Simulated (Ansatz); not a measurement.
Ansatz (a quantum-chemistry and plane-wave program) input (LC-wPBE/def2-TZVPD):

Ansatz 0.2 input:
```yaml
crystal:
  periodic: [false, false, false]
  atoms:
    - {symbol: C, position_ang: [0.00321063, 1.07723153, 0.05140708]}
    - {symbol: C, position_ang: [-0.00311261, -1.04434114, -0.04983750]}
    - {symbol: C, position_ang: [-1.09975982, 0.06552535, -0.00413319]}
    - {symbol: C, position_ang: [1.10012885, 0.05829224, 0.01004195]}
    - {symbol: H, position_ang: [0.00642986, 2.15734776, 0.10295182]}
    - {symbol: H, position_ang: [0.00083048, -1.63620330, -0.96378666]}
    - {symbol: H, position_ang: [-0.01083500, -1.72051080, 0.80359931]}
    - {symbol: H, position_ang: [-1.75911514, 0.02859720, 0.87116926]}
    - {symbol: H, position_ang: [-1.74750663, 0.11249291, -0.88758417]}
    - {symbol: H, position_ang: [1.74789278, 0.01706635, 0.89376693]}
    - {symbol: H, position_ang: [1.75950128, 0.10096206, -0.86498650]}
basis:
  gaussian:
    orbitals: def2-TZVPD
hamiltonian:
  xc: {name: LC-wPBE}
magnetization: {spin_polarized: true, initial_magnetization: 1}
output: {forces: true}
```

Output:

```
Functional definition: LC-wPBE
integrals: 0.12 GiB planned
1053 factors; their error is unknown
integrals: 0.15 GiB planned
551 factors; integrals over basis functions are off by at most 9.9e-6 eV
mean field: 1.58 GiB planned
mean field evaluation 1: about -4254.7049 eV, gradient 2.9e1 eV
mean field evaluation 2: about -4256.6386 eV, gradient 2.1e1 eV
mean field evaluation 4: about -4258.7161 eV, gradient 5.4e-1 eV
mean field evaluation 8: about -4258.7261 eV, gradient 2.6e-2 eV
mean field evaluation 16: about -4258.6682 eV, gradient 1.9e-4 eV
mean field -4258.66822555 eV, -156.5031706598 hartree, gradient 8.1e-5 eV, S^2 0.756437; 0 other end points of the search recorded, 0 dependent functions left out
the calculation of the forces begins
reference -4258.66822555 eV, -156.5031706601 hartree; 16, 15 occupied and 195, 196 virtual orbitals, 1053 factors
Total energy: -4258.66822555 eV, -156.5031706601 hartree
Atom 0 at     0.003211     1.077232     0.051407 Å, force    -0.000749    -0.251242    -0.011990 eV/Å
Atom 1 at    -0.003113    -1.044341    -0.049837 Å, force     0.001505     0.504960     0.024097 eV/Å
Atom 2 at    -1.099760     0.065525    -0.004133 Å, force     0.213353    -0.165721    -0.006497 eV/Å
Atom 3 at     1.100129     0.058292     0.010042 Å, force    -0.214337    -0.164315    -0.009253 eV/Å
Atom 4 at     0.006430     2.157348     0.102952 Å, force     0.000018     0.006097     0.000291 eV/Å
Atom 5 at     0.000830    -1.636203    -0.963787 Å, force     0.000070     0.018554    -0.001440 eV/Å
Atom 6 at    -0.010835    -1.720511     0.803599 Å, force     0.000040     0.018333     0.003200 eV/Å
Atom 7 at    -1.759115     0.028597     0.871169 Å, force     0.075753     0.009361    -0.025857 eV/Å
Atom 8 at    -1.747507     0.112493    -0.887584 Å, force     0.075400     0.006809     0.027626 eV/Å
Atom 9 at     1.747893     0.017066     0.893767 Å, force    -0.075350     0.009857    -0.026831 eV/Å
Atom 10 at     1.759501     0.100962    -0.864986 Å, force    -0.075703     0.007306     0.026653 eV/Å
Dipole moment:    -0.000126    -0.042203    -0.002014 e Å
```

It need not be the lowest isomer of its formula.
